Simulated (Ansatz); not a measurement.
Input file:

```yaml
crystal:
  periodic: [false, false, false]
  atoms:
    - {symbol: C, position_ang: [0.000000, 0.000000, 1.448800]}
    - {symbol: P, position_ang: [0.000000, 0.000000, -0.146900]}
    - {symbol: H, position_ang: [0.000000, 0.000000, -1.301900]}
basis:
  gaussian: {orbitals: cc-pVTZ-DK}
magnetization: {spin_polarized: false}
correlation: {method: ccsd_t, electrons: outside_noble_gas}
output: {forces: true}
```

```sh
$ ansatz run in.yaml --threads 1 --pin off --events-out ev --progress --plain --max-ram 2393MiB
```

The program prints:

```
447 factors; integrals over basis functions are off by at most 1.6e-3 eV
mean field evaluation 1: about -10333.7739 eV, gradient 1.6e1 eV
mean field evaluation 2: about -10333.7789 eV, gradient 1.6e1 eV
mean field evaluation 4: about -10334.7133 eV, gradient 2.9e0 eV
mean field evaluation 8: about -10334.7735 eV, gradient 1.2e-1 eV
mean field evaluation 16: about -10334.0838 eV, gradient 1.4e1 eV
mean field evaluation 32: about -10323.6938 eV, gradient 1.2e-5 eV
mean field evaluation 64: about -10325.8187 eV, gradient 2.8e1 eV
mean field -10334.77369308 eV, -379.7959280597 hartree, gradient 1.2e-6 eV, S^2 0.000000; 3 other end points of the search recorded, 0 dependent functions left out; unrestricted orbitals would lower it
determinant -10334.77369308 eV, -379.7959280597 hartree, with singles and doubles -10343.74144080 eV, -380.1254867098 hartree
determinant -10323.69380968 eV, -379.3887498548 hartree, with singles and doubles -10332.48754999 eV, -379.7119138506 hartree
6 core orbitals not correlated: weight in the atoms' cores, before any rotation towards them, 1.000 or more for the frozen orbitals, at most 0.000 for the correlated occupied ones
reference -10334.77369308 eV, -379.7959280597 hartree; 5, 5 occupied and 67, 67 virtual orbitals, 447 factors
second order -8.53968651 eV of doubles, -0.00000000 eV of singles
cycle   1  -8.82810126 eV  change   -5.0e-1 eV  update   2.3e-2
cycle   2  -8.86807543 eV  change   -4.0e-2 eV  update   5.6e-3
cycle   3  -8.86075059 eV  change    7.3e-3 eV  update   3.4e-3
cycle   4  -8.86148354 eV  change   -7.3e-4 eV  update   1.4e-3
cycle   5  -8.86233864 eV  change   -8.6e-4 eV  update   7.3e-4
cycle   6  -8.86238149 eV  change   -4.3e-5 eV  update   3.1e-4
cycle   7  -8.86262116 eV  change   -2.4e-4 eV  update   1.0e-4
cycle   8  -8.86274184 eV  change   -1.2e-4 eV  update   3.9e-5
cycle   9  -8.86275345 eV  change   -1.2e-5 eV  update   1.3e-5
cycle  10  -8.86275741 eV  change   -4.0e-6 eV  update   3.6e-6
cycle  11  -8.86275916 eV  change   -1.7e-6 eV  update   9.3e-7
perturbative correction -0.68027156 eV, -0.0249995189 hartree
the calculation of the forces begins
Total energy: -10344.31672381 eV, -380.1466279701 hartree
Relativity: scalar
Atom 0 at     0.000000     0.000000     1.448800 Å, force    -0.000000    -0.000000     1.264966 eV/Å
Atom 1 at     0.000000     0.000000    -0.146900 Å, force    -0.000000     0.000000     9.481737 eV/Å
Atom 2 at     0.000000     0.000000    -1.301900 Å, force     0.000000    -0.000000   -10.746702 eV/Å
Dipole moment:    -0.000000    -0.000000    -0.713203 e Å
```

Forces (eV/Å):
```
C     0.000   0.000   1.265
P     0.000   0.000   9.482
H     0.000   0.000 -10.747
```

The T1 diagnostic is 0.031.

Ran on 1 thread of Arm Neoverse V2, shared host: 5 s wall, 0.22 GiB peak host memory.
